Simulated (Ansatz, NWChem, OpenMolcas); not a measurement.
BF2 (SMILES F[B]F): methods side by side

BF2: 3 atoms, total charge 0, spin state doublet. SMILES: `F[B]F`. The coordinates come from a PBE0-D4/def2-TZVP relaxation.

```xyz
3

F     0.5131   -1.0443    0.1600
B     0.2790    0.2405    0.1813
F    -0.8029    0.7389   -0.3546
```

Quantity: the energy change with the F1–B2 bond stretched from 1.306 to 1.698 Å, in eV. The values are calculated.

| level | kind | program | value (eV) |
| --- | --- | --- | --- |
| UBLYP/cc-pVTZ | GGA | NWChem | 1.35 |
| UTPSS/cc-pVTZ | meta-GGA | NWChem | 1.43 |
| UM06-2X/cc-pVTZ | hybrid meta-GGA | OpenMolcas | 1.72 |
| U-wB97X/cc-pVTZ | range-separated hybrid | Ansatz | 1.56 |
| UHSE06/cc-pVTZ | range-separated hybrid | Ansatz | 1.67 |
| UB2PLYP/cc-pVTZ | double hybrid | NWChem | 1.61 |
| UPBE-QIDH/cc-pVTZ | double hybrid | Ansatz | 1.77 |
| RPA@PBE/cc-pVTZ | RPA | Ansatz | 1.51 |

The first shape isn't each level's own minimum. The values span 1.35 to 1.77 eV.
